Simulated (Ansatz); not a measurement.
Reaction (hydrogenolysis of a C–O bond): `N=CCO` + H₂ → `CC=N` + H₂O

Program: Ansatz. Geometries: PBE0-D4/def2-TZVP. ΔE: electronic, gas phase. CCSD(T)/CBS adds triple-zeta CCSD(T) − MP2 to the extrapolated MP2 energy (def2 sets, frozen cores). This one scheme is used for every species. Functionals use def2-TZVPP. B3LYP here is the variant with VWN-RPA as its local correlation; programs differ in this. HSE06 is defined as in plane-wave codes. Each species was taken in one conformer, which may not be the lowest.

```tsv
level	ΔE (kcal/mol)	difference from CCSD(T)/CBS
LDA (SPW92)	-17.6	6.0
PBE-D4	-20.5	3.1
revPBE-D4	-20.0	3.6
BLYP-D4	-20.6	3.0
r2SCAN-D4	-21.0	2.6
B97M-V	-22.6	1.0
B3LYP-D4	-21.8	1.8
r2SCAN0-D4	-22.1	1.5
HSE06-D4	-21.9	1.7
BHLYP-D4	-22.9	0.7
ωB97X-V	-21.3	2.3
ωB97M-V	-21.9	1.7
PBE-QIDH	-22.9	0.7
PBE	-21.2	2.4
revPBE	-22.5	1.1
BLYP	-22.2	1.4
r2SCAN	-21.2	2.4
PBE0	-22.4	1.2
B3LYP	-22.9	0.7
r2SCANh	-21.6	2.0
r2SCAN0	-22.3	1.3
HSE06	-22.4	1.2
BHLYP	-23.6	0.0
CAM-B3LYP	-22.2	1.4
LC-ωPBE	-22.5	1.1
RPA@PBE/def2-TZVPP	-22.4	1.2
HF/def2-SVP	-23.0	0.6
MP2/def2-SVP	-20.2	3.4
CCSD/def2-SVP	-20.9	2.7
CCSD(T)/def2-SVP	-20.1	3.5
HF/def2-TZVPP	-25.4	-1.8
MP2/def2-TZVPP	-23.2	0.4
SCS-MP2/def2-TZVPP	-23.3	0.3
CCSD/def2-TZVPP	-23.9	-0.3
CCSD(T)/def2-TZVPP	-23.0	0.6
HF/def2-QZVPP	-25.6	-2.0
MP2/def2-QZVPP	-23.6	0.0
SCS-MP2/def2-QZVPP	-23.8	-0.2
MP2/CBS(def2)	-23.9	-0.3
CCSD/CBS(def2)	-24.6	-1.0
CCSD(T)/CBS	-23.6	0
```

Largest T1 diagnostic among the species: 0.012.

Leaving LDA and LC-ωPBE aside and taking each functional with its dispersion term where it has one, the values, not all of them listed here, spread over 3.0 kcal/mol, from B2PLYP to revPBE-D4. LDA lies +3.6 kcal/mol from PBE without D4. The D4 term adds +1.1 kcal/mol with B3LYP and +0.6 kcal/mol with PBE0; it sums over pairs of atoms, weighted by their polarisabilities, and B3LYP, whose exchange is more repulsive, gets the larger term.
